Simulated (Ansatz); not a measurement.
## Ansatz (development build ahead of 0.2.0) run

```yaml
crystal:
  periodic: [false, false, false]
  atoms:
    - { symbol: H, position_ang: [0.0, 0.0, 0.5] }
    - { symbol: F, position_ang: [0.0, 0.0, -0.5] }
basis:
  gaussian: { orbitals: "6-31G" }
total_charge: 1
magnetization:
  initial_magnetization: 1
hamiltonian:
  xc: hf
correlation:
  method: ccsd_t
  frozen_orbitals: { F: 1, H: 0 }
```

The input is written out in the form of the current development build from the run's settings. Correlation on restricted open-shell orbitals is semicanonical, with singles.

The run gave:

* Converged: yes
* Reference energy: -99.46561 hartree
* CCSD correlation energy: -0.09554 hartree
* Triples correction: -0.00071 hartree
* Total energy: -99.56186 hartree
* Spin squared of the determinant: 0.750
